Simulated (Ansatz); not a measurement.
Zinc-blende GaAs: smallest direct gap on the k points sampled by level of theory

No measured value is used here.

```
level (code)                   value (eV)  cell (Å³/atom)
-----------------------------  ----------  --------------
LDA+SOC (Ansatz)                     0.17           22.58
PBE (Ansatz)                         0.52           22.58
PBE-D4 (Ansatz)                      0.49           22.68
r²SCAN (Ansatz)                (withheld)           22.58
B3LYP (VWN-RPA form) (Ansatz)        1.49           22.58
HSE06 (Ansatz)                       1.41           22.58
Hartree–Fock (Ansatz)          (withheld)           22.58
```

Question: Fill in the missing entries.

Answer: 
- r²SCAN (Ansatz, a program for electronic structure), value (eV): 1.02
- Hartree–Fock (Ansatz), value (eV): 7.43

At these levels the smallest gap is indirect and lower: Hartree–Fock 7.09 eV. Computed values are for a static lattice. Spin–orbit coupling is included only where a level's name says +SOC; with heavier elements it mostly lowers gaps and can invert bands.  Values are at the measured cell; PBE-D4 at the level's own relaxed cell. Cutoffs and k meshes differ between the levels. Ansatz's density-functional and Hartree–Fock values are scalar-relativistic unless marked +SOC, with PAW data made under PBE.
